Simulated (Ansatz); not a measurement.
The input, for Ansatz 0.2.0:

```yaml
crystal:
  periodic: [false, false, false]
  atoms:
    - {symbol: Si, position_ang: [0.000000, 0.134286, -0.156243]}
    - {symbol: H, position_ang: [0.000000, -2.432611, -1.634536]}
    - {symbol: H, position_ang: [0.872052, -0.654577, 2.994060]}
    - {symbol: H, position_ang: [-0.872052, -0.654577, 2.994060]}
basis:
  gaussian: {orbitals: cc-pVDZ}
total_charge: 1
magnetization: {spin_polarized: false, initial_magnetization: 2}
correlation: {method: mp2, electrons: all}
accuracy: high
output: {forces: true}
```

```sh
$ ansatz run in.yaml --threads 1 --pin off --events-out ev --progress --plain --max-ram 2393MiB
```

Roughly how long does this take on 1 thread of Arm Neoverse N1, shared host, and how much host memory?

1.9 s wall and 0.15 GiB.

```
616 factors; integrals over basis functions are off by at most 3.4e-9 eV
mean field evaluation 1: about -7890.4593 eV, gradient 7.4e0 eV
mean field evaluation 2: about -7890.4607 eV, gradient 7.4e0 eV
mean field evaluation 4: about -7892.2604 eV, gradient 1.1e0 eV
mean field evaluation 8: about -7892.2781 eV, gradient 6.9e-4 eV
mean field evaluation 16: about -7885.4559 eV, gradient 1.2e1 eV
mean field evaluation 32: about -7892.0703 eV, gradient 4.1e-5 eV
mean field evaluation 64: about -7892.0703 eV, gradient 2.6e-5 eV
mean field evaluation 96: about -7892.2519 eV, gradient 5.1e-1 eV
mean field evaluation 128: about -7892.0703 eV, gradient 1.1e-4 eV
mean field evaluation 160: about -7892.2574 eV, gradient 1.1e0 eV
mean field -7892.27813225 eV, -290.0358717819 hartree, gradient 3.4e-8 eV, S^2 2.000000; 11 other end points of the search recorded, 0 dependent functions left out
unrestricted determinant -7893.53489142 eV, -290.0820568297 hartree, S^2 2.7809
reference -7892.27813225 eV, -290.0358717819 hartree; 9, 7 occupied and 24, 26 virtual orbitals, 616 factors
second order -2.26923073 eV of doubles, -0.06878325 eV of singles
the calculation of the forces begins
Total energy: -7894.61614623 eV, -290.1217922109 hartree
Atom 0 at     0.000000     0.134286    -0.156243 Å, force    -0.000000    -0.191117     0.267615 eV/Å
Atom 1 at     0.000000    -2.432611    -1.634536 Å, force     0.000000     0.109768     0.065863 eV/Å
Atom 2 at     0.872052    -0.654577     2.994060 Å, force    -3.517377     0.040675    -0.166739 eV/Å
Atom 3 at    -0.872052    -0.654577     2.994060 Å, force     3.517377     0.040675    -0.166739 eV/Å
Dipole moment:    -0.000000     0.094437    -0.107091 e Å
```

Forces (eV/Å):
```
Si   0.000 -0.191  0.268
H    0.000  0.110  0.066
H   -3.517  0.041 -0.167
H    3.517  0.041 -0.167
```
